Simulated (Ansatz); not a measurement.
# C₄H₈OS, SMILES C[C@@H]1CC[S@@]1=O: a single point in a Gaussian basis

Program: the Python package of Ansatz (0.2.0).

Notebook, run cell by cell (the value of a cell's last expression is shown):

**Cell 1**
```python
from pathlib import Path

import ansatz as az

BASIS = 'def2-SVP'
```

**Cell 2**
```python
molecule = (
    az.Crystal.molecule()
    .atom('C', (-1.6583, 0.3207, 0.3297))
    .atom('C', (-0.5119, -0.1964, -0.5426))
    .atom('C', (0.5469, -0.979, 0.2336))
    .atom('C', (1.6789, -0.0263, -0.1343))
    .atom('S', (0.6342, 1.0944, -1.084))
    .atom('O', (0.4152, 2.2648, -0.1325))
    .atom('H', (-1.276, 0.8485, 1.2293))
    .atom('H', (-2.2899, 1.0183, -0.2593))
    .atom('H', (-2.2863, -0.5332, 0.6602))
    .atom('H', (-0.891, -0.7723, -1.4147))
    .atom('H', (0.3698, -1.0023, 1.3314))
    .atom('H', (0.7057, -1.9943, -0.19))
    .atom('H', (2.1232, 0.4685, 0.756))
    .atom('H', (2.4393, -0.5114, -0.7827))
)

base = molecule.calculation()
base = base.basis(gaussian=BASIS)
base = base.functional(az.LibraryFunctional('wB97X')).scf(lower_state_search='light')
base = base.orbitals()
result = base.run(runs_dir='runs')
rep = result.report
```

**Cell 3**
```python
rep['mean_field']['state']['spin_squared']
```
Output:
```text
2.842170943040401e-14
```

**Cell 4**
```python
type(result).__name__, type(rep).__name__
```
Output:
```text
('RunOutcome', 'dict')
```

**Cell 5**
```python
for key in ('converged', 'free_energy_ev', 'reference_energy_ev', 'n_frozen', 'n_occupied', 'n_virtual'):
    print(f'{key:22s} {rep[key]}')
```
Output:
```text
converged              True
free_energy_ev         -17149.12830401174
reference_energy_ev    -17149.12830401174
n_frozen               0
n_occupied             [28, 28]
n_virtual              [100, 100]
```

**Cell 6**
```python
field = rep['mean_field']
print('<S^2> =', round(abs(field['state']['spin_squared']), 4), ' relativity:', field['relativity'])
print('passes:', field['passes'])
if 'symmetry' in field:
    print('occupied orbitals by irrep:', field['symmetry']['occupied'])
```
Output:
```text
<S^2> = 0.0  relativity: none
passes: {'evaluations': 16, 'products': 15}
occupied orbitals by irrep: [{'A': 28}, {'A': 28}]
```

**Cell 7**
```python
lines = Path(rep['orbitals_path']).read_text().splitlines()
field_of = lambda key: [line.split('=')[1].strip() for line in lines if line.startswith(key)]
orbitals = [(27.211386 * float(e), s, float(n)) for e, s, n in zip(field_of('Ene='), field_of('Spin='), field_of('Occup='))]
homo = max(e for e, _, n in orbitals if n > 0.5)
lumo = min(e for e, _, n in orbitals if n < 0.5)
for e, spin, n in sorted(orbitals):
    if homo - 15 < e < lumo + 5:
        print(f'{spin:6s} {e:10.3f} eV  occupation {n:.0f}')
```
Output:
```text
Alpha     -21.768 eV  occupation 2
Alpha     -20.771 eV  occupation 2
Alpha     -17.724 eV  occupation 2
Alpha     -16.925 eV  occupation 2
Alpha     -15.859 eV  occupation 2
Alpha     -15.529 eV  occupation 2
Alpha     -14.482 eV  occupation 2
Alpha     -13.574 eV  occupation 2
Alpha     -13.402 eV  occupation 2
Alpha     -13.272 eV  occupation 2
Alpha     -12.487 eV  occupation 2
Alpha     -11.832 eV  occupation 2
Alpha     -11.774 eV  occupation 2
Alpha      -9.476 eV  occupation 2
Alpha      -8.641 eV  occupation 2
Alpha       2.795 eV  occupation 0
Alpha       3.256 eV  occupation 0
Alpha       3.562 eV  occupation 0
Alpha       4.338 eV  occupation 0
Alpha       4.883 eV  occupation 0
Alpha       5.227 eV  occupation 0
Alpha       5.783 eV  occupation 0
Alpha       6.139 eV  occupation 0
Alpha       6.267 eV  occupation 0
Alpha       6.634 eV  occupation 0
Alpha       7.126 eV  occupation 0
```

Notes:
- The settings weren't tested for convergence.
- The geometry is a force-field or estimated start, not a minimum of this method, and the basis set is short of its limit.
- Alpha marks a spatial orbital of a restricted run, filled by both spins.
- Levels such as HOMO and LUMO are orbital energies: with these approximate functionals they aren't the ionisation energy and electron affinity, and their gap isn't the fundamental gap.
- Hardware and time: 17 s on 1 thread of Arm Neoverse V2, on a shared host, peak memory 0.46 GiB.

(Lines on the test bed's own set-up are left out of the output.)
